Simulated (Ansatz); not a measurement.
# SiH3S− (SMILES [SiH3][S-]): single points off equilibrium

The task here is to estimate one member of a computed series from the others.

The runs use Ansatz 0.2.0, Gaussian basis; single points in def2-TZVPPD.

Cores are frozen in the correlated methods.

## Where the work starts

5 atoms, charge -1, spin multiplicity 1.

Atoms are counted from 1 here; the program's logs count them from 0.

Bond lengths: Si1–S2 2.035 Å, Si1–H3 1.476 Å, Si1–H4 1.516 Å, Si1–H5 1.515 Å. Angles: S2–Si1–H3 112.7°, S2–Si1–H4 113.6°, S2–Si1–H5 114.4°, H3–Si1–H4 107.1°, H3–Si1–H5 103.1°, H4–Si1–H5 104.9°.

As a file:

```xyz
5
charge -1, multiplicity 1
Si   -0.0700    0.0132   -0.0351
S     1.9116   -0.3642    0.2312
H    -0.9126   -0.5945    1.0135
H    -0.6055   -0.4647   -1.3709
H    -0.4416    1.4807    0.0319
```

Set-up of the first run:

run/in.yaml reads:

```yaml
crystal:
  periodic: [false, false, false]
  atoms:
    - {symbol: Si, position_ang: [-0.070000, 0.013200, -0.035100]}
    - {symbol: S, position_ang: [1.911600, -0.364200, 0.231200]}
    - {symbol: H, position_ang: [-0.912600, -0.594500, 1.013500]}
    - {symbol: H, position_ang: [-0.605500, -0.464700, -1.370900]}
    - {symbol: H, position_ang: [-0.441600, 1.480700, 0.031900]}
basis:
  gaussian: {orbitals: "def2-TZVPPD.json"}
total_charge: -1
correlation: {method: ccsd_t}
output: {forces: true}
```

The basis file named in the input lies beside it (Basis Set Exchange, JSON).

The command line of these runs was not kept.

Steps of the session up to this table: CCSD(T)/def2-TZVPPD; PBE0-D4/def2-TZVPPD; wB97M-V/def2-TZVPPD; r2SCAN-D4/def2-TZVPPD; PBE-D4/def2-TZVPPD; r2SCAN0-D4/def2-TZVPPD; CAM-B3LYP-D4/def2-TZVPPD.

One of the session's tables, all rows but one given; the rest of the session is left out.

| method | RMS force component (eV/Å) | angle to CCSD(T) forces (°) |
| --- | --- | --- |
| CCSD(T) | 0.271 | reference |
| PBE0-D4 | 0.278 | 20.9 |
| wB97M-V | 0.249 | 13.7 |
| r2SCAN-D4 | ? | ? |
| PBE-D4 | 0.329 | 22.1 |
| r2SCAN0-D4 | 0.262 | 25.6 |
| CAM-B3LYP-D4 | 0.248 | 17.7 |

Estimate the missing values for r2SCAN-D4.

As computed: RMS force component (eV/Å): 0.280; angle to CCSD(T) forces (°): 19.1. In the column «RMS force component (eV/Å)» it lies between PBE0-D4 (0.278) and PBE-D4 (0.329).
